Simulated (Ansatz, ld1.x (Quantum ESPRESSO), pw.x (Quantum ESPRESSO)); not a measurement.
**pw.x on fcc Al: one setting changed**

Potential: norm-conserving Troullier–Martins (Kleinman–Bylander form), ld1.x (Quantum ESPRESSO) 7.5, PBEsol; core [Ne], reference 3s2 3p1; waves: 3p (bound): rc 2.70 bohr; 3d channel at 0.2 Ry: rc 2.10 bohr; 3s (bound): rc 2.15 bohr; local part: the s channel; core correction: a·sin(br)/r model core inside 1.20 bohr.

The reference run (k-mesh 14³, cutoffs 50/200 Ry, Fermi–Dirac 0.01 Ry, mixing_beta 0.4, conv_thr 1e-9, no spin) gives -1.04 GPa at 16.207 Å³/atom, where all-electron LAPW gives -0.16 GPa. This run, with its own iteration cap, changes k-mesh points per axis to 3.

```
&control
  calculation='scf', prefix='x', pseudo_dir='./', outdir='./tmp', tstress=.true., disk_io='none'
/
&system
  ibrav=0, nat=1, ntyp=1, ecutwfc=50, ecutrho=200, nbnd=8,
  occupations='smearing', smearing='fd', degauss=0.01
/
&electrons
  conv_thr=1e-09, mixing_beta=0.4, electron_maxstep=50
/
ATOMIC_SPECIES
Al 1.0 Al.UPF
CELL_PARAMETERS angstrom
  0.00000000 2.00858807 2.00858807
  2.00858807 0.00000000 2.00858807
  2.00858807 2.00858807 0.00000000
ATOMIC_POSITIONS crystal
Al 0.0000 0.0000 0.0000
K_POINTS automatic
3 3 3 0 0 0
```

```bash
pw.x < Al.scf.in > Al.scf.out
```

**Question.** How does the run end?

**Answer.** It converges in 6 iterations; the free energy moves by +545.7 meV/atom and the pressure by -1.16 GPa.

```
Message from routine setup:
     using ibrav=0 with symmetry is DISCOURAGED, use correct ibrav instead
     lattice parameter (alat)  =       5.3679  a.u.
     unit-cell volume          =     109.3703 (a.u.)^3
     number of electrons       =         3.00
     number of Kohn-Sham states=            8
     kinetic-energy cutoff     =      50.0000  Ry
     charge density cutoff     =     200.0000  Ry
     scf convergence threshold =      1.0E-09
     Exchange-correlation= PBESOL
     number of k points=     4  Fermi-Dirac smearing, width (Ry)=  0.0100
     iteration #  1     ecut=    50.00 Ry     beta= 0.40
     total energy              =      -6.18752161 Ry
     estimated scf accuracy    <       0.00951256 Ry
     iteration #  2     ecut=    50.00 Ry     beta= 0.40
     total energy              =      -6.18631801 Ry
     estimated scf accuracy    <       0.00312683 Ry
     iteration #  3     ecut=    50.00 Ry     beta= 0.40
     total energy              =      -6.18640894 Ry
     estimated scf accuracy    <       0.00000358 Ry
     iteration #  4     ecut=    50.00 Ry     beta= 0.40
     total energy              =      -6.18641059 Ry
     estimated scf accuracy    <       0.00000004 Ry
     iteration #  5     ecut=    50.00 Ry     beta= 0.40
     total energy              =      -6.18641060 Ry
     estimated scf accuracy    <          3.0E-09 Ry
     iteration #  6     ecut=    50.00 Ry     beta= 0.40
     the Fermi energy is     8.1449 ev
!    total energy              =      -6.18641060 Ry
     estimated scf accuracy    <          5.4E-11 Ry
     smearing contrib. (-TS)   =      -0.00390692 Ry
     The total energy is F=E-TS. E is the sum of the following terms:
     one-electron contribution =       3.02241108 Ry
     hartree contribution      =       0.01224271 Ry
     xc contribution           =      -3.78153798 Ry
     ewald contribution        =      -5.43561949 Ry
     convergence has been achieved in   6 iterations
          total   stress  (Ry/bohr**3)                   (kbar)     P=      -21.97
     Message from routine punch:
     Nothing written, as per user request (disk_io='none')
```

The run took about 0.4 s on one core of a shared host (Neoverse-V1, 32 threads, 247 GiB, load 13).
